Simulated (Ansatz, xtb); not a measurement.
Two isomers of C6H12

Structure I is `C[C@@H]1CC[C@H]1C`, a singlet and structure II is `C[C@H]1C[C@@H](C)C1`, a singlet. Both are isolated molecules in the gas phase, relaxed with PBE-D3(BJ)/def2-SVP.

I (Å):

```yaml
atoms:
  - { symbol: C, position_ang: [-2.7198, -0.5498, 1.6774] }
  - { symbol: C, position_ang: [-1.3957, -0.6557, 0.9387] }
  - { symbol: C, position_ang: [-1.3799, -0.8304, -0.6043] }
  - { symbol: C, position_ang: [-0.1643, -1.7776, -0.4439] }
  - { symbol: C, position_ang: [-0.5596, -1.9666, 1.0459] }
  - { symbol: C, position_ang: [0.5201, -2.0810, 2.1096] }
  - { symbol: H, position_ang: [-3.3912, -1.3936, 1.4115] }
  - { symbol: H, position_ang: [-3.2519, 0.3927, 1.4307] }
  - { symbol: H, position_ang: [-2.5736, -0.5707, 2.7779] }
  - { symbol: H, position_ang: [-0.7394, 0.2008, 1.2136] }
  - { symbol: H, position_ang: [-2.2815, -1.3793, -0.9493] }
  - { symbol: H, position_ang: [-1.2620, 0.0761, -1.2316] }
  - { symbol: H, position_ang: [0.7960, -1.2268, -0.5313] }
  - { symbol: H, position_ang: [-0.1097, -2.6782, -1.0883] }
  - { symbol: H, position_ang: [-1.2644, -2.8248, 1.1283] }
  - { symbol: H, position_ang: [1.2370, -1.2356, 2.0398] }
  - { symbol: H, position_ang: [0.0861, -2.0700, 3.1315] }
  - { symbol: H, position_ang: [1.0998, -3.0218, 2.0047] }
```

II (Å):

```tsv
atom	x (Å)	y (Å)	z (Å)
C	-0.6140	1.9247	-1.9684
C	0.4222	1.1289	-1.1913
C	0.1092	0.6838	0.2638
C	0.8360	-0.6588	-0.0238
C	0.2825	-1.9482	0.5609
C	0.6536	-0.3675	-1.5389
H	-1.5970	1.4077	-1.9638
H	-0.7642	2.9340	-1.5311
H	-0.3120	2.0610	-3.0280
H	1.3973	1.6630	-1.2083
H	-0.9822	0.5191	0.3985
H	0.4736	1.3145	1.1005
H	1.9111	-0.5564	0.2412
H	0.3695	-1.9637	1.6675
H	-0.7920	-2.0700	0.3074
H	0.8216	-2.8367	0.1707
H	1.4800	-0.6286	-2.2315
H	-0.2823	-0.8323	-1.9188
```

Quicker runs give these differences E(II) − E(I): GFN2-xTB −0.02 kcal/mol; HF/STO-3G +0.05 kcal/mol (at GFN2-xTB geometries); r2SCAN-D4/def2-SVP +0.01 kcal/mol (at GFN2-xTB geometries).

Estimate E(II) − E(I) at the level CCSD(T)/def2-SVP + ΔMP2/def2-TZVPP.

Too close to call at this level: CCSD(T)/def2-SVP + ΔMP2/def2-TZVPP gives E(II) − E(I) = +0.20 kcal/mol.

How the difference moves with the method:

```
                             level             geometry  E(II) − E(I) (kcal/mol)  departure from the last row (kcal/mol)  job, with rough time for the two
                          GFN2-xTB             GFN2-xTB                     −0.02                                   −0.23              optimisation, 0.19 s
                         HF/STO-3G             GFN2-xTB                     +0.05                                   −0.16              single point, 0.49 s
                r2SCAN-D4/def2-SVP             GFN2-xTB                     +0.01                                   −0.19               single point, 7.2 s
               PBE-D3(BJ)/def2-SVP  PBE-D3(BJ)/def2-SVP                     +0.20                                    0.00                optimisation, 42 s
                       HF/def2-SVP  PBE-D3(BJ)/def2-SVP                     +0.07                                   −0.14           part of the CCSD(T) run
                      MP2/def2-SVP  PBE-D3(BJ)/def2-SVP                     +0.33                                   +0.13           part of the CCSD(T) run
                  CCSD(T)/def2-SVP  PBE-D3(BJ)/def2-SVP                     +0.29                                   +0.08                      single point
CCSD(T)/def2-SVP + ΔMP2/def2-TZVPP  PBE-D3(BJ)/def2-SVP                     +0.20                                                        single point, 94 s
```

As drawn, both hold the same kinds of bond in the same numbers.

The largest departure from CCSD(T)/def2-SVP + ΔMP2/def2-TZVPP is that of GFN2-xTB, 0.23 kcal/mol. The last row adds to CCSD(T) the change of the MP2 difference between the two basis sets, here −0.08 kcal/mol.

With thermal terms from frequencies at re-optimised GFN2-xTB minima (ideal gas, soft modes damped towards free rotors, one conformer each, 298.15 K, 1 atm): on the last row, ΔE + ΔZPE = +0.23, ΔH = +0.19, ΔG = +0.28 kcal/mol.

The correlated steps freeze 6 core orbitals. Run with Ansatz 0.2.0, xtb 6.7.1; the last row on 2 threads of Arm Neoverse V2 on a shared host.
